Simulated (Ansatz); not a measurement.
Diamond, treated with PBE in Ansatz (PAW).

Numerical settings: plane-wave cutoff 520 eV, 12×12×12 k mesh, perturbation theory, force constants from a 4×4×4 q mesh, scalar-relativistic PAW data made under PBE.

Computed at the level's own relaxed cell.

Harmonic phonon frequencies (cm⁻¹; i marks an imaginary mode):

```
q point           frequencies
-------  --------------------
Γ        0 0 0 1290 1290 1290
```

Measured, for comparison: zone-centre TO phonon frequency 1333 cm⁻¹ (low temperature, zero-point motion not removed; as tabulated in Kunc et al. (2003), arXiv:cond-mat/0304692). Computed (rounded) less measured: zone-centre TO phonon frequency -3 %.

Ansatz is a program for electronic structure.
